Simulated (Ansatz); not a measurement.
# H₂O (triplet): the correlation ladder at distance H1–H2 along a hydrogen transfer = 0.844 Å, cc-pVDZ

Aim: climb from Hartree-Fock through coupled cluster and multireference methods for H₂O (triplet) at one geometry and basis, and see what each rung misses.

Program: Ansatz 0.2.0, Gaussian basis. Level of theory: cc-pVDZ, core rule «outside noble gas», up to 1 orbitals frozen. These are calculated values, not measurements.

The runs, in order: UHF; CCSD(T) on ROHF; CCSD(T) on UHF; BCCD(T) on ROHF; CISD; CCSDT(Q) on ROHF; CCSDT(Q) on UHF; CCSDTQ on ROHF; CCSDTQ on UHF; CASSCF and MRCISD+Q, 4 electrons in 4 orbitals; CASSCF and NEVPT2, 4 electrons in 4 orbitals; CASSCF and MRCISD+Q, 8 electrons in 6 orbitals; CASSCF and NEVPT2, 8 electrons in 6 orbitals; Full CI.

## 1. The system

The geometry derives from fragments relaxed apart (PBE0/def2-TZVP) and kept rigid, so it is no stationary point. A hydrogen atom is moved between rigid fragments.

3 atoms, charge 0, spin multiplicity 3.

Atoms are counted from 1 here; the program's logs count them from 0.

Bond lengths: H1–H2 0.844 Å, H2–O3 1.122 Å. Angles: H1–H2–O3 180.0°.

## 2. UHF

in.yaml

```yaml
crystal:
  periodic: [false, false, false]
  atoms:
    - {symbol: H, position_ang: [0.000000, 0.000000, -0.936667]}
    - {symbol: H, position_ang: [0.000000, 0.000000, -0.092667]}
    - {symbol: O, position_ang: [0.000000, 0.000000, 1.029333]}
basis:
  gaussian: {orbitals: cc-pVDZ}
magnetization: {spin_polarized: true, initial_magnetization: 2}
hamiltonian: {xc: hf}
output: {orbitals: {seedname: orbitals}}
```

Command:

```sh
ansatz run in.yaml --threads 1 --pin off --events-out ev --progress --plain --max-ram 2816MiB --backend cpu
```

The runs that follow: CCSD(T) on ROHF; CCSD(T) on UHF; BCCD(T) on ROHF; CISD; CCSDT(Q) on ROHF; CCSDT(Q) on UHF; CCSDTQ on ROHF; CCSDTQ on UHF; CASSCF and MRCISD+Q, 4 electrons in 4 orbitals; CASSCF and NEVPT2, 4 electrons in 4 orbitals; CASSCF and MRCISD+Q, 8 electrons in 6 orbitals; CASSCF and NEVPT2, 8 electrons in 6 orbitals; Full CI.

Q: Predict the results of all the runs planned. Wanted: FCI below the RHF energy; RMP2 from FCI; UMP2 from FCI; RCCSD from FCI; RCCSD(T) from FCI; UCCSD(T) from FCI; RCCSDT(Q) from FCI; UCCSDT(Q) from FCI; NEVPT2 pair from FCI.

**Answer**, as computed:

| quantity | value |
| --- | --- |
| FCI below the RHF energy | -5.2616 eV |
| RMP2 from FCI | +56.5 kJ/mol |
| UMP2 from FCI | +65.1 kJ/mol |
| RCCSD from FCI | +8.2 kJ/mol |
| RCCSD(T) from FCI | +1.5 kJ/mol |
| UCCSD(T) from FCI | +1.4 kJ/mol |
| RCCSDT(Q) from FCI | 0.0 kJ/mol |
| UCCSDT(Q) from FCI | -0.1 kJ/mol |
| NEVPT2 pair from FCI | +50.1 kJ/mol |
| MRCISD+Q pair from FCI | +1.7 kJ/mol |
| NEVPT2 valence from FCI | +71.6 kJ/mol |
| levels within 1 kcal/mol (43 meV) | RCCSD(T), UCCSD(T), BCCD(T), RCCSDT, UCCSDT, RCCSDT(Q), UCCSDT(Q), RCCSDTQ, UCCSDTQ, MRCISD+Q pair, MRCISD+Q valence |
| T1 diagnostic | 0.025 |
| effectively unpaired electrons | 2.02 |

In words: RCCSD(T) lands +1.5 kJ/mol from the yardstick (0.3 % of the correlation energy). One determinant dominates. Of the multireference levels listed MRCISD+Q valence comes nearest in total energy (+1.2 kJ/mol), which doesn't show that its space is the better one. These misses are within one basis, not against nature; the frozen cores of restricted and unrestricted runs differ, which can shift their rows.
